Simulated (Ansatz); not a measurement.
We consider spinel MgSc₂S₄, described by LDA in Ansatz (PAW).

Numerical settings: plane-wave cutoff 520 eV, 6×6×6 k mesh, Fermi–Dirac smearing 0.01 eV, scalar-relativistic PAW data made under PBE.

Cell (relaxed at this level):

```
MgSc2S4
1.0
    0.00000     5.23933     5.23933
    5.23933     0.00000     5.23933
    5.23933     5.23933     0.00000
Sc S Mg
4 8 2
Direct
  0.12500   0.62500   0.12500
  0.12500   0.12500   0.62500
  0.62500   0.12500   0.12500
  0.12500   0.12500   0.12500
  0.36708   0.36708   0.89875
  0.88292   0.35125   0.88292
  0.36708   0.36708   0.36708
  0.35125   0.88292   0.88292
  0.36708   0.89875   0.36708
  0.88292   0.88292   0.35125
  0.89875   0.36708   0.36708
  0.88292   0.88292   0.88292
  0.75000   0.75000   0.75000
  0.50000   0.50000   0.50000
```

**Question.** Predict the band gap.

**Answer.** 
* **band gap**: 1.33 eV (direct)

The computed numbers hold no vibrational or temperature effects.

Ansatz is a program for electronic structure.
